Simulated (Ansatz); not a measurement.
# C4H7FO: the cost of one run

Method: RKS PBE/6-31G, in Ansatz 0.2.0.

**1. The structure to begin with**

Bond lengths: C1–C2 1.543 Å, C2–C3 1.522 Å, C3–C4 1.286 Å, C4–O5 1.400 Å, C4–F6 1.365 Å, C1–H7 1.087 Å, C1–H8 1.099 Å, C1–H9 1.055 Å, C2–H10 1.119 Å, C2–H11 1.087 Å, C3–H12 1.065 Å, O5–H13 1.023 Å. Angles (14 of 19 angles, heavy atoms first): C1–C2–C3 112.8°, C2–C3–C4 123.3°, C3–C4–O5 120.2°, C3–C4–F6 123.0°, O5–C4–F6 115.9°, C1–C2–H10 109.2°, C1–C2–H11 107.6°, C3–C2–H10 111.5°, C3–C2–H11 110.1°, C2–C1–H7 109.4°, C2–C1–H8 106.1°, C2–C1–H9 110.2°, C2–C3–H12 115.3°, C4–C3–H12 120.8°.

As a file:

```xyz
13

C     0.3566   -1.9150    0.1654
C     0.7834   -0.4490    0.3889
C     0.0696    0.5218   -0.5417
C    -0.6041    1.5340   -0.1243
O    -1.2648    2.3646   -1.0366
F    -0.9045    1.7350    1.1924
H     0.5270   -2.1859   -0.8729
H    -0.7279   -1.9455    0.3378
H     0.8353   -2.5437    0.8648
H     0.6249   -0.1798    1.4639
H     1.8575   -0.3920    0.2349
H     0.2860    0.4010   -1.5777
H    -1.8186    3.0198   -0.4800
```

**2. End point A**

File input.yaml:

```yaml
crystal:
  periodic: [false, false, false]
  atoms:
    - { symbol: C, position_ang: [0.3566, -1.915, 0.1654] }
    - { symbol: C, position_ang: [0.7834, -0.449, 0.3889] }
    - { symbol: C, position_ang: [0.0696, 0.5218, -0.5417] }
    - { symbol: C, position_ang: [-0.6041, 1.534, -0.1243] }
    - { symbol: O, position_ang: [-1.2648, 2.3646, -1.0366] }
    - { symbol: F, position_ang: [-0.9045, 1.735, 1.1924] }
    - { symbol: H, position_ang: [0.527, -2.1859, -0.8729] }
    - { symbol: H, position_ang: [-0.7279, -1.9455, 0.3378] }
    - { symbol: H, position_ang: [0.8353, -2.5437, 0.8648] }
    - { symbol: H, position_ang: [0.6249, -0.1798, 1.4639] }
    - { symbol: H, position_ang: [1.8575, -0.392, 0.2349] }
    - { symbol: H, position_ang: [0.286, 0.401, -1.5777] }
    - { symbol: H, position_ang: [-1.8186, 3.0198, -0.48] }
basis:
  gaussian: { orbitals: "6-31G" }
hamiltonian:
  xc: pbe
relax:
  f_tol: 0.02
  max_steps: 50
output:
  orbitals: {}
```

Run with:

```console
> ansatz run input.yaml --threads 1 --pin off --max-ram 2048MiB --backend cpu --events-out ev --progress --plain --runs-dir out
```

**Question.** How long does this run take on 1 thread of Arm Neoverse V1, shared host, and how much memory does it need?

About 30 s, with a peak of 0.15 GiB.
